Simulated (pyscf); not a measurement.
HO–NbH(OH)(OH)–OH (SMILES [OH][NbH]([OH])([OH])[OH]) -> O=Nb(OH)(OH)–OH (SMILES [O]=[Nb]([OH])([OH])[OH]) + H₂ (SMILES [H][H]) (elimination; singlet surface; H–O, H–Nb broken, H–H formed). Structures and frequencies: ωB97X-D3(BJ)/def2-SVP in PySCF. Energies in kcal/mol from the reactant's lowest minimum found.

```csv
level,barrier,reaction energy
ωB97X-D3(BJ)/def2-TZVP,22.5,-13.9
PBE/def2-TZVP,16.5,-15.6
r²SCAN/def2-TZVP,18.6,-13.8
PBE0-D3(BJ)/def2-TZVP,[?],[?]
ωB97M-D3(BJ)/def2-TZVP,[?],-13.5
HF/def2-TZVP,34.4,-12.3
```

Question: Complete the blanks.

Answer: 
- PBE0-D3(BJ)/def2-TZVP, barrier: 20.2
- PBE0-D3(BJ)/def2-TZVP, reaction energy: -12.4
- ωB97M-D3(BJ)/def2-TZVP, barrier: 22.9

The functionals in the table span 6.4 kcal/mol in this barrier, from PBE to ωB97M-D3(BJ)/def2-TZVP. At the saddle there is also a short H–Nb contact that neither side keeps. This is the saddle that the search found; another between the same sides may lie lower. Elements past Kr carry the def2 core potentials, without spin-orbit coupling.
